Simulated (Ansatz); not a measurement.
in.yaml

```yaml
crystal:
  periodic: [false, false, false]
  atoms:
    - {symbol: Si, position_ang: [0.000000, 0.000000, 0.000000]}
    - {symbol: P, position_ang: [0.000000, 0.000000, 2.343000]}
basis:
  gaussian: {orbitals: cc-pVDZ, fitting: {mean_field: def2-universal-jkfit}}
total_charge: 1
magnetization: {spin_polarized: false, initial_magnetization: 4}
hamiltonian: {xc: {name: PBE}}
correlation: {method: ccsdt, electrons: outside_noble_gas}
accuracy: high
output: {forces: true}
```

```sh
$ ansatz run in.yaml --threads 1 --pin off --events-out ev --progress --plain --max-ram 2393MiB
```

Output:

```
256 factors; integrals over basis functions are off by at most 1.8e-2 eV
mean field evaluation 1: about -17143.9789 eV, gradient 1.2e1 eV
mean field evaluation 2: about -17143.9782 eV, gradient 1.2e1 eV
mean field evaluation 4: about -17144.6450 eV, gradient 6.4e0 eV
mean field evaluation 8: about -17144.9837 eV, gradient 1.3e0 eV
mean field evaluation 16: about -17144.9949 eV, gradient 2.8e-8 eV
mean field evaluation 32: about -17144.9949 eV, gradient 2.8e-8 eV
mean field -17144.99492341 eV, -630.0669421405 hartree, gradient 2.8e-8 eV, S^2 6.000000; 2 other end points of the search recorded, 0 dependent functions left out
10 core orbitals not correlated: weight in the atoms' cores, before any rotation towards them, 1.000 or more for the frozen orbitals, at most 0.000 for the correlated occupied ones
reference -17123.28537368 eV, -629.2691309031 hartree; 6, 2 occupied and 20, 24 virtual orbitals, 256 factors
second order -3.37714914 eV of doubles, -0.24300366 eV of singles
cycle   1  -4.13713217 eV  change   -5.2e-1 eV  update   7.8e-2
cycle   2  -4.41031925 eV  change   -2.7e-1 eV  update   3.8e-2
cycle   3  -4.54233288 eV  change   -1.3e-1 eV  update   1.8e-2
cycle   4  -4.54539742 eV  change   -3.1e-3 eV  update   6.0e-3
...
cycle  17  -4.54900596 eV  change   -2.8e-7 eV  update   1.7e-7
cycle  18  -4.54900606 eV  change   -1.0e-7 eV  update   7.0e-8
cycle  19  -4.54900599 eV  change    7.5e-8 eV  update   3.7e-8
cycle  20  -4.54900598 eV  change    5.2e-9 eV  update   2.4e-8
cycle  21  -4.54900598 eV  change   9.9e-10 eV  update   1.8e-8
cycle  22  -4.54900597 eV  change    5.8e-9 eV  update   8.5e-9
cycle  23  -4.54900597 eV  change    1.0e-9 eV  update   4.0e-9
cycle  24  -4.54900597 eV  change   3.4e-10 eV  update   1.6e-9
cycle  25  -4.54900597 eV  change  -7.4e-10 eV  update  6.2e-10
cycle  26  -4.54900597 eV  change  -1.6e-10 eV  update  2.7e-10
the calculation of the forces begins
Total energy: -17127.83437966 eV, -629.4363037892 hartree
Atom 0 at     0.000000     0.000000     0.000000 Å, force    -0.000000    -0.000000    -1.341077 eV/Å
Atom 1 at     0.000000     0.000000     2.343000 Å, force     0.000000    -0.000000     1.341077 eV/Å
Dipole moment:     0.000000    -0.000000    -0.215497 e Å
```

Forces (eV/Å):
```
Si   0.000  0.000 -1.341
P    0.000  0.000  1.341
```

Ran on 1 thread of Intel Xeon Platinum 8259CL, shared host: 24 s wall, 0.25 GiB peak host memory.
